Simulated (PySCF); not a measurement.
Ligands exchanged one at a time, Si Cl-H. Gas-phase values, no solvent. Strings in code marks are SMILES.

The T1 excitation (TDA) from two functionals at the same geometries (CAM-B3LYP-D3(BJ)/def2-TZVP), both in PySCF: PBE-D3(BJ)/def2-TZVP and CAM-B3LYP-D3(BJ)/def2-TZVP. Excitations are Tamm–Dancoff values on a coarser integration grid. The basis has no diffuse functions, so Rydberg states are missing or too high.

```csv
species,CAM-B3LYP-D3(BJ)/def2-TZVP (eV)
0 of 4 Cl replaced by H,7.30
1 of 4 Cl replaced by H (`Cl[SiH](Cl)Cl`),7.53
2 of 4 Cl replaced by H (`Cl[SiH2]Cl`),7.40
3 of 4 Cl replaced by H (`[SiH3]Cl`),7.17
```

What does PBE-D3(BJ)/def2-TZVP give for each?


- 0 of 4 Cl replaced by H: 6.35
- 1 of 4 Cl replaced by H (`Cl[SiH](Cl)Cl`): 6.70
- 2 of 4 Cl replaced by H (`Cl[SiH2]Cl`): 6.63
- 3 of 4 Cl replaced by H (`[SiH3]Cl`): 6.45
Over these rows, drawn at random from the members with no instability flagged (it was tested for open shells, ions and some series alone), PBE minus CAM-B3LYP-D3(BJ): mean -0.82 eV, from -0.96 eV to -0.72 eV.
